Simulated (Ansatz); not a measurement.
in.yaml

```yaml
crystal:
  periodic: [false, false, false]
  atoms:
    - {symbol: Hf, position_ang: [0.000103, 0.000000, 0.197923]}
    - {symbol: N, position_ang: [-0.002248, 0.000000, -2.128903]}
    - {symbol: H, position_ang: [0.006464, 0.828605, -2.732477]}
    - {symbol: H, position_ang: [0.006464, -0.828605, -2.732477]}
basis:
  gaussian: {orbitals: def2-SVP}
total_charge: 1
magnetization: {spin_polarized: false, initial_magnetization: 4}
correlation: {method: ccsd_t, electrons: outside_noble_gas}
accuracy: high
output: {forces: true}
```

```sh
$ ansatz run in.yaml --threads 1 --pin off --events-out ev --progress --plain --max-ram 2393MiB
```

Output:

```
1208 factors; integrals over basis functions are off by at most 3.4e-9 eV
mean field evaluation 1: about -2790.9540 eV, gradient 3.2e1 eV
mean field evaluation 2: about -2790.9591 eV, gradient 3.2e1 eV
mean field evaluation 4: about -2794.9699 eV, gradient 2.6e0 eV
mean field evaluation 8: about -2795.0484 eV, gradient 4.5e-1 eV
mean field evaluation 16: about -2795.0766 eV, gradient 5.2e-2 eV
mean field evaluation 32: about -2795.0888 eV, gradient 6.0e-6 eV
mean field evaluation 64: about -2795.0888 eV, gradient 3.0e-3 eV
mean field evaluation 96: about -2795.0878 eV, gradient 1.2e-1 eV
mean field evaluation 128: about -2794.8761 eV, gradient 3.4e-1 eV
mean field evaluation 160: about -2795.0205 eV, gradient 3.2e-1 eV
...
mean field -2795.08881237 eV, -102.7176192754 hartree, gradient 4.7e-8 eV, S^2 6.000000; 34 other end points of the search recorded, 0 dependent functions left out
...
determinant -2795.08881237 eV, -102.7176192754 hartree, with singles and doubles -2800.12267770 eV, -102.9026104142 hartree
determinant -2795.08832642 eV, -102.7176014171 hartree, with singles and doubles -2800.12231002 eV, -102.9025969023 hartree
determinant -2795.06730841 eV, -102.7168290192 hartree, with singles and doubles -2800.11551734 eV, -102.9023472757 hartree
determinant -2794.99791576 eV, -102.7142788867 hartree, with singles and doubles -2800.09755081 eV, -102.9016870182 hartree
determinant -2794.87881611 eV, -102.7099020550 hartree, with singles and doubles -2799.90637783 eV, -102.8946615404 hartree
determinant -2794.81657286 eV, -102.7076146578 hartree, with singles and doubles -2799.90094849 eV, -102.8944620160 hartree
determinant -2794.66775267 eV, -102.7021456166 hartree, with singles and doubles -2799.85343420 eV, -102.8927158981 hartree
determinant -2794.53717848 eV, -102.6973471038 hartree, with singles and doubles -2799.70145085 eV, -102.8871306131 hartree
determinant -2794.51120673 eV, -102.6963926597 hartree, with singles and doubles -2799.64513716 eV, -102.8850611231 hartree
determinant -2794.50744170 eV, -102.6962542972 hartree, with singles and doubles -2799.64153486 eV, -102.8849287410 hartree
determinant -2794.22151048 eV, -102.6857465188 hartree, with singles and doubles -2799.19145878 eV, -102.8683887500 hartree
determinant -2794.22008118 eV, -102.6856939930 hartree, with singles and doubles -2799.19023482 eV, -102.8683437703 hartree
determinant -2793.06799877 eV, -102.6433557452 hartree, with singles and doubles -2798.17307406 eV, -102.8309638018 hartree
determinant -2793.06644918 eV, -102.6432987990 hartree, with singles and doubles -2798.17138435 eV, -102.8309017062 hartree
determinant -2792.97490615 eV, -102.6399346546 hartree, with singles and doubles -2798.10796140 eV, -102.8285709556 hartree
determinant -2791.86035200 eV, -102.5989755451 hartree, with singles and doubles -2796.92841905 eV, -102.7852235738 hartree
determinant -2791.78249903 eV, -102.5961145011 hartree, with singles and doubles -2796.90351998 eV, -102.7843085501 hartree
determinant -2795.08881237 eV, -102.7176192754 hartree, with singles and doubles -2800.13040358 eV, -102.9028943351 hartree
determinant -2795.08832642 eV, -102.7176014171 hartree, with singles and doubles -2800.13008137 eV, -102.9028824940 hartree
determinant -2795.06730841 eV, -102.7168290192 hartree, with singles and doubles -2800.13124634 eV, -102.9029253058 hartree
determinant -2794.99791576 eV, -102.7142788867 hartree, with singles and doubles -2800.11732403 eV, -102.9024136705 hartree
determinant -2794.87881611 eV, -102.7099020550 hartree, with singles and doubles -2799.94756371 eV, -102.8961750937 hartree
determinant -2794.81657286 eV, -102.7076146578 hartree, with singles and doubles -2799.94533178 eV, -102.8960930716 hartree
determinant -2794.66775267 eV, -102.7021456166 hartree, with singles and doubles -2799.91379482 eV, -102.8949341099 hartree
determinant -2794.53717848 eV, -102.6973471038 hartree, with singles and doubles -2799.84194946 eV, -102.8922938416 hartree
determinant -2794.51120673 eV, -102.6963926597 hartree, with singles and doubles -2799.71988008 eV, -102.8878078745 hartree
determinant -2794.50744170 eV, -102.6962542972 hartree, with singles and doubles -2799.71749197 eV, -102.8877201132 hartree
...
5 core orbitals not correlated: weight in the atoms' cores, before any rotation towards them, 0.996 or more for the frozen orbitals, at most 0.003 for the correlated occupied ones
reference -2795.06730829 eV, -102.7168290150 hartree; 7, 3 occupied and 44, 48 virtual orbitals, 1208 factors
second order -4.38075333 eV of doubles, -0.06991738 eV of singles
...
cycle  34  -5.06393359 eV  change  -2.1e-10 eV  update   3.3e-9
cycle  35  -5.06393359 eV  change  -9.8e-11 eV  update   2.4e-9
cycle  36  -5.06393359 eV  change   1.6e-10 eV  update   2.0e-9
cycle  37  -5.06393359 eV  change   4.8e-10 eV  update   1.7e-9
cycle  38  -5.06393359 eV  change   8.4e-10 eV  update   1.4e-9
cycle  39  -5.06393359 eV  change   8.7e-10 eV  update   1.1e-9
cycle  40  -5.06393359 eV  change   7.2e-10 eV  update  8.7e-10
cycle  41  -5.06393359 eV  change   5.4e-10 eV  update  6.8e-10
cycle  42  -5.06393359 eV  change   5.2e-10 eV  update  5.5e-10
cycle  43  -5.06393359 eV  change   2.9e-10 eV  update  4.4e-10
perturbative correction -0.10141941 eV, -0.0037270946 hartree
the calculation of the forces begins
Total energy: -2800.23266129 eV, -102.9066522365 hartree
Atom 0 at     0.000103     0.000000     0.197923 Å, force    -0.006619    -0.000000     0.464903 eV/Å
Atom 1 at    -0.002248     0.000000    -2.128903 Å, force     0.025780    -0.000000     0.100769 eV/Å
Atom 2 at     0.006464     0.828605    -2.732477 Å, force    -0.009581     0.226552    -0.282836 eV/Å
Atom 3 at     0.006464    -0.828605    -2.732477 Å, force    -0.009581    -0.226552    -0.282836 eV/Å
Dipole moment:     0.003683    -0.000000    -0.735668 e Å
```

Forces (eV/Å):
```
Hf  -0.007  0.000  0.465
N    0.026  0.000  0.101
H   -0.010  0.227 -0.283
H   -0.010 -0.227 -0.283
```

Ran on 1 thread of Arm Neoverse V2, shared host: 2 min wall, 0.41 GiB peak host memory.
